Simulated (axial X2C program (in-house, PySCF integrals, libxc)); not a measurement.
Nuclear properties of CN

Calculated with an in-house all-electron X2C program for linear molecules (integrals from PySCF): two-component X2C with atomic mean-field Coulomb and Gaunt terms, Gaussian nuclei, basis N dyall-av3z, C dyall-v3z with contracted cores.

R = 1.160 Å (near the PBE0 minimum at charge 0 of the determinant lowest at the starting distance; the state shown can have its own minimum elsewhere).

Determinant lowest in the PBE0 search, Ω = 1/2 (⟨Sz⟩ = 0.50, ⟨Lz⟩ = 0.00 at PBE0), spin on the atoms N 0.04, C 0.46:

```csv
level,Eeff magnitude (GV/cm),Ws magnitude N (kHz),Ws magnitude C (kHz),A∥/gI N (MHz),qzz N (a.u.),A∥/gI C (MHz),qzz C (a.u.),μ (D)
PBE0,0.0193,0.00157,0.0173,39.7,-0.37,520,-0.04,1.50
HF,0.029,0.00334,0.0212,59,-0.97,937,-0.13,2.20
B3LYP,0.0171,0.00322,0.0171,55.1,-0.32,504,-0.05,1.38
BP86,0.0132,0.00492,0.0157,68,-0.22,442,-0.04,1.15
PBE50,0.0252,0.00142,0.0192,36,-0.56,625,-0.06,1.83
```

Determinant 1.28 eV from it at PBE0 and this distance, Ω = 3/2 (⟨Sz⟩ = 0.50, ⟨Lz⟩ = 1.00 at PBE0), spin on the atoms N 0.36, C 0.14:

| level | Eeff magnitude (GV/cm) | Ws magnitude N (kHz) | Ws magnitude C (kHz) | A∥/gI N (MHz) | qzz N (a.u.) | A∥/gI C (MHz) | qzz C (a.u.) | μ (D) |
| --- | --- | --- | --- | --- | --- | --- | --- | --- |
| PBE0 | 0.000285 | 9.23e-05 | 0.000108 | 91.6 | -1.56 | 38.8 | -1.20 | -0.28 |
| HF | 0.000477 | 0.000189 | 0.000232 | 84.4 | -1.56 | 34.4 | -1.29 | -0.06 |
| B3LYP | 0.000222 | 0.000119 | 0.000114 | 95.6 | -1.59 | 41.1 | -1.23 | -0.26 |
| BP86 | 0.000326 | 4.89e-05 | 7.48e-05 | 91.6 | -1.57 | 41 | -1.18 | -0.34 |
| PBE50 | 0.000308 | 0.000114 | 0.000134 | 89 | -1.55 | 36.8 | -1.23 | -0.21 |

Eeff is the effective electric field on the electron electric dipole moment in this Ω state and Ws the scalar–pseudoscalar constant of the nucleus named (defined with the proton number Z and per Ω); A∥ (defined per Ω) follows by multiplying with gI = μI/(I μN); qzz is the electric field gradient, eQq0 = 234.96 MHz × Q/barn × qzz; μ is positive if the C end (last atom) is positive. The operators were transformed with the bare-nucleus X2C matrices; with these basis sets, hyperfine constants and field gradients can be off by tens of per cent, and where levels differ in sign neither size nor sign is settled.

**Question.** With gI(14N) = 0.4038 (g factors from the IAEA table of nuclear moments by Stone), turn the PBE0 values of the first state into constants in MHz.

**Answer.** A∥(14N) = 39.7 × 0.4038 = 16 MHz.

Each state is one determinant with collinear spin. Unrestricted Hartree–Fock can overshoot spin polarisation at the nuclei. Where Eeff spreads by more than a factor of two the levels disagree and none is to be relied on. The search compared states at one distance, so a state with another bond length can lie lower. The sign of Ws at N differs between levels in the first state. Where a field gradient or hyperfine factor spreads by more than a factor of two over the levels, a constant derived from it is not to be relied on. PBE0 term energies can be off by some tenths of an eV.
